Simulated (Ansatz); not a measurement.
**H2Si–PH, quintet: reading a ladder of total energies**

Geometry: that of the H2Si–PH, triplet, kept fixed. The triplet lies 6.3 eV lower here.

```xyz
5

Si   -0.1152    0.0000    1.1364
P     0.1106    0.0000   -1.0974
H     0.5486   -1.2064    1.7149
H     0.5486    1.2064    1.7149
H    -1.2866    0.0000   -1.3719
```

Basis cc-pVDZ; Ansatz 0.2.0. Only valence electrons are correlated (noble-gas cores frozen), which leaves 12 electrons in 41 orbitals. R marks a restricted (for open shells ROHF) determinant, U an unrestricted one.

Full CI isn't at hand for all of this; UCCSDT(Q) serves as the reference, and is uncertain by the last step of the cluster series or more.

UCCSD has a T1 diagnostic of 0.047 and a largest doubles amplitude of 0.05.

The cluster runs stand on a determinant 0.04 eV above the lowest UHF solution, chosen by a search with trial CCSD; the correlation energy below is counted from it.

Runs differ by some tens of microhartree through their thresholds and, for an open shell, their frozen cores, so steps under 0.03 kcal/mol mean nothing.

| level | total energy (hartree) |
| --- | --- |
| UHF determinant under the cluster runs | -631.137894 |
| UMP2 | -631.308890 |
| UCCSD | -631.352580 |
| UCCSD(T) | -631.358860 |
| UCCSDT | -631.360675 |
| UCCSDT(Q) | -631.361075 |

Problem. What is the correlation energy at UCCSDT(Q), and what share of it do UMP2 and UCCSD recover?

Solution. E(corr) = -631.361075 − (-631.137894) = -0.223181 hartree = -6.073 eV. UMP2: -0.170996 / -0.223181 = 76.62 %. UCCSD: -0.214686 / -0.223181 = 96.19 %.

Problem. By how many kcal/mol does UCCSD(T) miss UCCSDT(Q) (1 hartree = 627.509 kcal/mol), and which steps make up the rest?

Solution. -631.358860 − (-631.361075) = 0.002215 hartree = 1.39 kcal/mol. Steps: UCCSDT − UCCSD(T) = -1.14, UCCSDT(Q) − UCCSDT = -0.25 kcal/mol. Differences between like states or geometries often cancel part of this.
